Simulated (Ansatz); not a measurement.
`O=C(O)CS` + H₂O → `O=C(O)O` + CH₃SH  (formal hydrolysis of a C–C bond)

Isolated molecules relaxed with PBE0-D4/def2-TZVP in Ansatz; ΔE leaves out vibrations. CCSD(T)/CBS adds triple-zeta CCSD(T) − MP2 to the extrapolated MP2 energy (def2 sets, frozen cores). This one scheme is used for every species. DFT in def2-TZVPP. B3LYP here is the variant with VWN-RPA as its local correlation; programs differ in this. HSE06 is defined as in plane-wave codes. Each species was taken in one conformer, which may not be the lowest.

| level | ΔE (kJ/mol) |
| --- | --- |
| B3LYP-D4 | -23.7 |
| HSE06-D4 | -27.4 |
| CAM-B3LYP | -31.7 |
| HF/def2-TZVPP | -42.4 |

(1) What does CCSD(T)/CBS give? (Best estimate.)

(2) What do rigid-rotor, harmonic-oscillator terms from PBE0-D4/def2-TZVP frequencies (298.15 K, 1 bar) make of the CCSD(T)/CBS value? (An estimate is asked.)

Largest T1 diagnostic among the species: 0.014.

## Answers

(1) Ansatz gave: -13.4 kJ/mol. The listed levels differ from it by -10.3, -14.0, -18.3, -29.0 kJ/mol.

(2) Ansatz gave: ΔZPE = +6.2 kJ/mol, ΔH = -10.7 kJ/mol, ΔS = 4 J/(mol·K), ΔG = -11.8 kJ/mol.

At CCSD(T), def2-SVP lies −22.2 kJ/mol from the extrapolated value and def2-TZVPP −5.7 kJ/mol. The D4 term adds +7.4 kJ/mol with B3LYP and +4.2 kJ/mol with PBE0; it sums over pairs of atoms, weighted by their polarisabilities, and B3LYP, whose exchange is more repulsive, gets the larger term.
